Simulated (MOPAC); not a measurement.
Job for MOPAC: PM3 on H2S (SMILES S).

```
PM3 1SCF PRECISE CHARGE=0 THREADS=1
H2S

S      2.07983800 1    -0.08511200 1     0.00018100 1
H      2.33915400 1     1.23101900 1    -0.00221400 1
H      0.75384800 1     0.13412100 1    -0.00353700 1
```

It printed:

```
*******************************************************************************
 **                                                                           **
 **                              MOPAC v23.2.5                                **
 **                                                                           **
 *******************************************************************************
 ** MOPAC's Digital Object Identifier: https://doi.org/10.5281/zenodo.6511958 **
 **                                                                           **
 ** Please cite the open-source release paper for use of this MOPAC version:  **
 ** J. E. Moussa and J. J. P. Stewart (2026)                                  **
 ** MOPAC: An open-source semiempirical molecular orbital program             **
 ** J. Open Source Softw., 11(119), 8025, https://doi.org/10.21105/joss.08025 **
 *******************************************************************************

                              PM3 CALCULATION RESULTS

 *******************************************************************************
 *  PM3        - The PM3 Hamiltonian to be used
 *
 *
 *
 *                 CHARGE ON SYSTEM = 0
 *
 *
 *
 *  PRECISE    - TIGHTER CRITERIA TO BE USED
 *  1SCF       - DO 1 SCF AND THEN STOP
 *  THREADS=1  - MULTI-THREADING NOT USED
 *  T=         - A TIME OF 172800.0 SECONDS REQUESTED
 *  DUMP=N     - RESTART FILE WRITTEN EVERY 7200.0 SECONDS REQUESTED
 *******************************************************************************
PM3 1SCF PRECISE CHARGE=0 THREADS=1
 H2S

   ATOM   CHEMICAL          X               Y               Z
  NUMBER   SYMBOL      (ANGSTROMS)     (ANGSTROMS)     (ANGSTROMS)

     1       S          2.07983800  *  -0.08511200  *   0.00018100  *
     2       H          2.33915400  *   1.23101900  *  -0.00221400  *
     3       H          0.75384800  *   0.13412100  *  -0.00353700  *



          CARTESIAN COORDINATES

    NO.       ATOM           X           Y           Z

     1         S          2.0798     -0.0851      0.0002
     2         H          2.3392      1.2310     -0.0022
     3         H          0.7538      0.1341     -0.0035

  H: (PM3): J. J. P. STEWART, J. COMP. CHEM. 10, 209 (1989).
  S: (PM3): J. J. P. STEWART, J. COMP. CHEM. 10, 209 (1989).

           Empirical Formula: H2 S  =     3 atoms



      MOLECULAR POINT GROUP   :   C2v


      RHF CALCULATION, NO. OF DOUBLY OCCUPIED LEVELS = 4


 -------------------------------------------------------------------------------
 PM3 1SCF PRECISE CHARGE=0 THREADS=1
 H2S



     1SCF WAS SPECIFIED, SO BFGS WAS NOT USED
     SCF FIELD WAS ACHIEVED


                              PM3 CALCULATION
                                                       MOPAC v23.2.5 Linux




          FINAL HEAT OF FORMATION =         -0.23042 KCAL/MOL =      -0.96409 KJ/MOL


          COSMO AREA              =         61.22 SQUARE ANGSTROMS
          COSMO VOLUME            =         44.63 CUBIC ANGSTROMS

          IONIZATION POTENTIAL    =          9.648615 EV
          HOMO LUMO ENERGIES (EV) =         -9.649  0.504
          NO. OF FILLED LEVELS    =          4
          MOLECULAR WEIGHT        =         34.0758         POINT GROUP:  C2v

          MOLECULAR DIMENSIONS (Angstroms)

            Atom       Atom       Distance
            H     3    H     2     1.92779
            H     2    S     1     0.93477
            S     1    H     3     0.00000


          SCF CALCULATIONS        =          1





   ATOM   CHEMICAL          X               Y               Z
  NUMBER   SYMBOL      (ANGSTROMS)     (ANGSTROMS)     (ANGSTROMS)

     1       S          2.07983800  *  -0.08511200  *   0.00018100  *
     2       H          2.33915400  *   1.23101900  *  -0.00221400  *
     3       H          0.75384800  *   0.13412100  *  -0.00353700  *

                             CARTESIAN COORDINATES

   1    S        2.079838000    -0.085112000     0.000181000
   2    H        2.339154000     1.231019000    -0.002214000
   3    H        0.753848000     0.134121000    -0.003537000


           Empirical Formula: H2 S  =     3 atoms



      MOLECULAR POINT GROUP   :   C2v


                  EIGENVALUES
 -27.21979 -15.26754 -12.41097  -9.64861   0.50360   1.16738


              NET ATOMIC CHARGES AND DIPOLE CONTRIBUTIONS

  ATOM NO.   TYPE          CHARGE      No. of ELECS.   s-Pop       p-Pop
    1          S          -0.002257        6.0023     1.88795     4.11431
    2          H           0.000736        0.9993     0.99926
    3          H           0.001521        0.9985     0.99848
 DIPOLE           X         Y         Z       TOTAL
 POINT-CHG.    -0.009     0.006    -0.000     0.011
 HYBRID        -1.033     1.494    -0.006     1.816
 SUM           -1.042     1.500    -0.006     1.826


          ATOMIC ORBITAL ELECTRON POPULATIONS

     Atom    s        px        py        pz
    1  S   1.88795   1.04432   1.07000   1.99999
    2  H   0.99926
    3  H   0.99848

 **********************
 *                    *
 * JOB ENDED NORMALLY *
 *                    *
 **********************




 == MOPAC DONE ==
```

The run finished.

Cost: around 0.020 core-seconds (rough).
